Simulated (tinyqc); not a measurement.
MP2 on RHF in the sto-3g basis, for H3O+, spin multiplicity 1, step by step. One step of it, computed by the program tinyqc.

Problem. Iteration 8 (converged): orbitals. Diagonalise F' = X^T F X, C = X C', fill 5 alpha and 5 beta electrons from the bottom; D = 2 C_occ C_occ^T. Each column has its largest component positive (the first on a tie).

converged F (hartree):
```
             1O 1s      1O 2s     1O 2px     1O 2py     1O 2pz      2H 1s      3H 1s      4H 1s
1O 1s   -20.885925  -5.315870   0.000012   0.000000   0.023388  -1.299624  -1.301747  -1.301747
1O 2s    -5.315870  -3.040836   0.000173   0.000000   0.149302  -1.315356  -1.316801  -1.316801
1O 2px    0.000012   0.000173  -0.960846   0.000000  -0.000101  -0.645575   0.322836   0.322836
1O 2py    0.000000   0.000000   0.000000  -0.961125   0.000000   0.000000  -0.559343   0.559343
1O 2pz    0.023388   0.149302  -0.000101   0.000000  -0.958152   0.309039   0.309412   0.309412
2H 1s    -1.299624  -1.315356  -0.645575   0.000000   0.309039  -0.979764  -0.519966  -0.519966
3H 1s    -1.301747  -1.316801   0.322836  -0.559343   0.309412  -0.519966  -0.980862  -0.520444
4H 1s    -1.301747  -1.316801   0.322836   0.559343   0.309412  -0.519966  -0.520444  -0.980862
```

X:
```
                1          2          3          4          5          6          7          8
1O 1s   -0.326108   0.000000   0.000964   0.752479   0.623926  -0.000012   0.000000   0.118179
1O 2s    1.383233   0.000000  -0.003081  -0.153832   0.219561   0.000045   0.000000   0.388660
1O 2px  -0.002624   0.000000  -0.959714   0.000183   0.000011   0.685975   0.000000  -0.000080
1O 2py   0.000000   0.960096   0.000000   0.000000   0.000000   0.000000   0.685959   0.000000
1O 2pz  -0.380339   0.000000   0.000712  -0.672153   0.694547   0.000053   0.000000  -0.109388
2H 1s   -0.593108   0.000000   1.033187  -0.113258  -0.091649   0.425532   0.000000   0.302115
3H 1s   -0.597849  -0.893959  -0.514445  -0.113202  -0.091635  -0.212546   0.368354   0.302323
4H 1s   -0.597849   0.893959  -0.514445  -0.113202  -0.091635  -0.212546  -0.368354   0.302323
```

Give: F' = X^T F X; orbital energies; coefficients C; D after iteration 8.

Solution.

F' = X^T F X (hartree):
```
         1        2        3         4        5        6        7        8
1  -0.2717   0.0000   0.0021    1.4619   1.1620   0.0000   0.0000  -0.1395
2   0.0000   0.2985   0.0000    0.0000   0.0000   0.0000  -0.0394   0.0000
3   0.0021   0.0000   0.2978   -0.0056  -0.0047   0.0395   0.0000  -0.0003
4   1.4619   0.0000  -0.0056  -10.5020  -9.1507   0.0002   0.0000  -3.6919
5   1.1620   0.0000  -0.0047   -9.1507  -9.6938   0.0002   0.0000  -3.5599
6   0.0000   0.0000   0.0395    0.0002   0.0002  -1.1423   0.0000   0.0002
7   0.0000  -0.0394   0.0000    0.0000   0.0000   0.0000  -1.1425   0.0000
8  -0.1395   0.0000  -0.0003   -3.6919  -3.5599   0.0002   0.0000  -3.0860
```

orbital energies (hartree): MO1 -20.8950, MO2 -1.8493, MO3 -1.1436, MO4 -1.1433, MO5 -0.9532, MO6 0.1439, MO7 0.2989, MO8 0.2995

coefficients C:
```
            MO1      MO2      MO3      MO4      MO5      MO6      MO7      MO8
1O 1s    0.9939  -0.2378   0.0000  -0.0001  -0.0721  -0.1621  -0.0004   0.0000
1O 2s    0.0289   0.8584   0.0000   0.0004   0.3540   1.1284   0.0034   0.0000
1O 2px   0.0000  -0.0002   0.0000   0.7120  -0.0003   0.0022  -0.9406   0.0000
1O 2py   0.0000   0.0000   0.7119   0.0000   0.0000   0.0000   0.0000   0.9410
1O 2pz  -0.0037  -0.1495   0.0000   0.0003   0.9283  -0.4546  -0.0014   0.0000
2H 1s   -0.0055   0.0935   0.0000   0.3970  -0.0917  -0.6736   1.0413   0.0000
3H 1s   -0.0055   0.0936   0.3438  -0.1984  -0.0916  -0.6704  -0.5233  -0.9037
4H 1s   -0.0055   0.0936  -0.3438  -0.1984  -0.0916  -0.6704  -0.5233   0.9037
```

D after iteration 8:
```
          1O 1s    1O 2s   1O 2px   1O 2py   1O 2pz    2H 1s    3H 1s    4H 1s
1O 1s    2.0991  -0.4019   0.0000   0.0000  -0.0701  -0.0422  -0.0422  -0.0422
1O 2s   -0.4019   1.7260   0.0001   0.0000   0.4004   0.0955   0.0954   0.0954
1O 2px   0.0000   0.0001   1.0139   0.0000  -0.0001   0.5654  -0.2825  -0.2825
1O 2py   0.0000   0.0000   0.0000   1.0137   0.0000   0.0000   0.4895  -0.4895
1O 2pz  -0.0701   0.4004  -0.0001   0.0000   1.7684  -0.1980  -0.1982  -0.1982
2H 1s   -0.0422   0.0955   0.5654   0.0000  -0.1980   0.3496  -0.1232  -0.1232
3H 1s   -0.0422   0.0954  -0.2825   0.4895  -0.1982  -0.1232   0.3495  -0.1233
4H 1s   -0.0422   0.0954  -0.2825  -0.4895  -0.1982  -0.1232  -0.1233   0.3495
```
